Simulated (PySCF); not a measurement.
# A small calculation by hand: chemical shift, span and skew from a shielding tensor

hydrogen fluoride (FH), SMILES F. Atoms are numbered in the order given.

```xyz
2

F      0.0000     0.0000    -0.0925
H      0.0000     0.0000     0.8329
```
Charge 0, spin multiplicity 1.

Geometry: B3LYP-D3(BJ)/def2-TZVPD.

GIAO shieldings from PBE/pcSseg-2 in PySCF, non-relativistic, no solvent. The symmetric part of the tensor of F1 has the principal values 369.1, 369.1, 481.4 ppm. The same nucleus in CFCl3 has σ = 132.0 ppm at this level (PySCF, at its B3LYP-D3(BJ)/def2-TZVP geometry).

Q: Work out the isotropic shielding, the ¹⁹F shift against CFCl3, the span and the skew.

A: 
σ(iso) = (σ11 + σ22 + σ33)/3 = 406.5 ppm. δ = σ(ref) − σ(iso) = 132.0 − (406.5) = -274.5 ppm.
Span Ω = σ33 − σ11 = 112.3 ppm. Skew κ = 3(σ(iso) − σ22)/Ω = 1.00, an axial tensor. Tumbling in solution averages the tensor to δ; in a static solid the shielding alone would spread this spin-1/2 line over Ω.
